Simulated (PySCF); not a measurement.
Coordinates in bohr (charge 0 multiplicity 1):
```
B     0.0000    0.0000    2.1438
S     0.0000    0.0000   -0.8758
H     0.0000    0.0000    4.3641
```

Level of theory: PBE0/[B def2-TZVP, S def2-TZVP, H def2-TZVP], no relativity, density fitting, PySCF.

This geometry of HBS is a stationary point at this level.

Q: What is the point group?

A: C∞v.

Q: Is it a minimum?

A: Yes: all harmonic wavenumbers are real.

Q: What are the dipole moment and the gap between the highest occupied and lowest empty levels?

A: 1.42 D and 7.35 eV.

Q: What is the atomisation energy, with and without zero-point energy?

A: 1044 kJ/mol without, 1011 kJ/mol with.

Other isomers or separated fragments may lie lower.
